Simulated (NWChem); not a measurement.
**Correlation energy of propene (C3H6)**

SMILES: C(C)=C
```xyz
9

C      0.2514     1.2161     0.0000
C     -0.4594    -0.0966     0.0000
C      0.1256    -1.2953     0.0000
H     -0.0241     1.8172    -0.8830
H     -0.0241     1.8172     0.8830
H      1.3441     1.0885     0.0000
H     -1.5565    -0.0506     0.0000
H      1.2160    -1.3996     0.0000
H     -0.4609    -2.2178     0.0000
```
Charge 0, spin multiplicity 1.

The numbers come from NWChem runs, not from measurements. All single points use one geometry, from PBE0/def2-SVP, a minimum by its harmonic frequencies.

Basis set: 6-31G*. Each correlation energy counts from its own Hartree-Fock reference.

The correlated methods keep 3 core orbitals frozen. The Pople sets run with spherical d functions. Coupled-cluster values serve here as a point of comparison, not as the truth.

```json
[
 {"method": "CCSD", "correlation energy (mHa)": "(withheld)"},
 {"method": "CR-CCSD[T]", "correlation energy (mHa)": "-432.0"},
 {"method": "SCS-MP2", "correlation energy (mHa)": "-381.8"},
 {"method": "CCSD(T)", "correlation energy (mHa)": "-434.5"},
 {"method": "CCSD+T(CCSD)", "correlation energy (mHa)": "(withheld)"},
 {"method": "MP2", "correlation energy (mHa)": "-381.7"},
 {"method": "CR-CCSD(T)", "correlation energy (mHa)": "(withheld)"}
]
```

Task: Some entries are withheld; supply them.

Result: 
- CCSD, correlation energy (mHa): -421.3
- CCSD+T(CCSD), correlation energy (mHa): -435.1
- CR-CCSD(T), correlation energy (mHa): -431.6
